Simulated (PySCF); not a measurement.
## Atomic charges against the basis set

Compound: methylcyclopropane, C4H8.
Structure used (PBE0-D3(BJ)/def2-SVP), in Å, numbered top down from 1:
```xyz
12
C4H8 angstrom
C      1.4092   -0.0320    0.4705
C      0.2333   -0.1721   -0.4587
C     -1.0922   -0.6506    0.0558
C     -0.9232    0.7795   -0.3709
H      1.9477   -0.9868    0.5851
H      1.0837    0.2883    1.4731
H      2.1280    0.7166    0.1001
H      0.4939   -0.5070   -1.4693
H     -1.6913   -1.3125   -0.5757
H     -1.1778   -0.8596    1.1266
H     -1.4060    1.1080   -1.2955
H     -0.8898    1.5455    0.4099
```

PBE0 throughout (PySCF), one geometry, spherical d and f functions. Isolated species at its PBE0-D3(BJ)/def2-SVP geometry, gas phase. Atoms taken as equivalent share a column and are averaged.

Mulliken charges (e):

| basis | functions | C1 | C2 | C3/C4 | H5/H6/H7 | H8 | H9/H11 | H10/H12 |
| --- | --- | --- | --- | --- | --- | --- | --- | --- |
| STO-3G | 28 | -0.229 | -0.083 | -0.176 | +0.080 | +0.083 | +0.086 | +0.085 |
| 6-31G | 52 | -0.483 | -0.176 | -0.345 | +0.163 | +0.173 | +0.172 | +0.171 |
| 6-31G* | 72 | -0.529 | -0.135 | -0.368 | +0.172 | +0.173 | +0.179 | +0.177 |
| def2-SVP | 96 | +0.007 | -0.230 | -0.084 | +0.038 | +0.052 | +0.058 | +0.054 |
| 6-311+G(2d,p) | 156 | -0.613 | +0.237 | -0.287 | +0.142 | +0.088 | +0.111 | +0.107 |
| def2-TZVP | 172 | -0.377 | -0.045 | -0.251 | +0.119 | +0.105 | +0.117 | +0.114 |

IAO charges (e):

```tsv
basis	functions	C1	C2	C3/C4	H5/H6/H7	H8	H9/H11	H10/H12
STO-3G	28	-0.393	-0.142	-0.273	+0.135	+0.135	+0.137	+0.134
6-31G	52	-0.427	-0.124	-0.304	+0.143	+0.142	+0.149	+0.145
6-31G*	72	-0.407	-0.118	-0.291	+0.136	+0.135	+0.143	+0.139
def2-SVP	96	-0.397	-0.116	-0.284	+0.133	+0.133	+0.140	+0.136
6-311+G(2d,p)	156	-0.419	-0.123	-0.303	+0.141	+0.141	+0.148	+0.145
def2-TZVP	172	-0.419	-0.124	-0.303	+0.141	+0.141	+0.149	+0.145
```

Hirshfeld charges (e):

```json
{"basis": "STO-3G", "functions": "28", "C1": "-0.037", "C2": "-0.015", "C3/C4": "-0.052", "H5/H6/H7": "+0.016", "H8": "+0.019", "H9/H11": "+0.023", "H10/H12": "+0.022"}
{"basis": "6-31G", "functions": "52", "C1": "-0.098", "C2": "-0.031", "C3/C4": "-0.089", "H5/H6/H7": "+0.035", "H8": "+0.039", "H9/H11": "+0.042", "H10/H12": "+0.040"}
{"basis": "6-31G*", "functions": "72", "C1": "-0.098", "C2": "-0.034", "C3/C4": "-0.089", "H5/H6/H7": "+0.035", "H8": "+0.040", "H9/H11": "+0.042", "H10/H12": "+0.041"}
{"basis": "def2-SVP", "functions": "96", "C1": "-0.110", "C2": "-0.033", "C3/C4": "-0.092", "H5/H6/H7": "+0.039", "H8": "+0.041", "H9/H11": "+0.043", "H10/H12": "+0.042"}
{"basis": "6-311+G(2d,p)", "functions": "156", "C1": "-0.113", "C2": "-0.048", "C3/C4": "-0.097", "H5/H6/H7": "+0.041", "H8": "+0.046", "H9/H11": "+0.046", "H10/H12": "+0.046"}
{"basis": "def2-TZVP", "functions": "172", "C1": "-0.116", "C2": "-0.044", "C3/C4": "-0.098", "H5/H6/H7": "+0.041", "H8": "+0.046", "H9/H11": "+0.047", "H10/H12": "+0.046"}
```

Problem. Which scheme is steadiest as the basis changes?

Solution. Largest range over the bases for any column: IAO 0.03 e, Hirshfeld 0.08 e, Mulliken 0.62 e. IAO charges move least and Mulliken charges most, counted in e. Without the minimal STO-3G basis the ranges are IAO 0.03, Hirshfeld 0.02, Mulliken 0.62 e.

Problem. How much do the charges still move between the two largest bases, 6-311+G(2d,p) and def2-TZVP?

Solution. At most, over all atoms: Mulliken 0.282 e, IAO 0.000 e, Hirshfeld 0.004 e.

Problem. What do the same runs give for the total energy, the frontier levels and the dipole moment?

Solution. 
```csv
basis,energy (Eh),HOMO (eV),LUMO (eV),μ (D)
STO-3G,-155.1540,-6.64,7.90,0.11
6-31G,-156.9731,-7.74,3.07,0.12
6-31G*,-157.0127,-7.67,3.05,0.11
def2-SVP,-156.9063,-7.88,2.09,0.14
"6-311+G(2d,p)",-157.0585,-7.89,0.51,0.14
def2-TZVP,-157.0709,-7.88,1.54,0.13
```
